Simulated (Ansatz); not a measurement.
Basis-set extrapolation for C$_{4}$H$_{7}$F, SMILES `C/C=C\CF` (PBE0-D4/def2-TZVP geometry, frozen core, Ansatz 0.2.0). Multiplicity 1, RHF reference.

```json
{"": "HF", "def2-TZVPP": "-255.062454", "def2-QZVPP": "-255.074043"}
{"": "MP2 correlation", "def2-TZVPP": "-0.918031", "def2-QZVPP": "-0.984965"}
{"": "CCSD(T) correlation", "def2-TZVPP": "-0.995174", "def2-QZVPP": "not run"}
```

Energies in hartree. Use E(X) = E(∞) + A·exp(−7.88·√X) for Hartree–Fock and E(X) = E(∞) + B·X^(−2.97) for correlation, with X = 3 and 4, and add CCSD(T) minus MP2 of the smaller set to the MP2 limit.

Q: What is the CCSD(T) energy at the basis-set limit?

A: HF limit: -255.074043 + (-0.011589) × 0.13774 = -255.07564. MP2 limit: -0.984965 + (-0.066934) × 0.74074 = -1.03455. Higher-order term: -0.995174 − (-0.918031) = -0.07714. Total: -256.18733 hartree, 340.5 kJ/mol below CCSD(T)/def2-TZVPP.
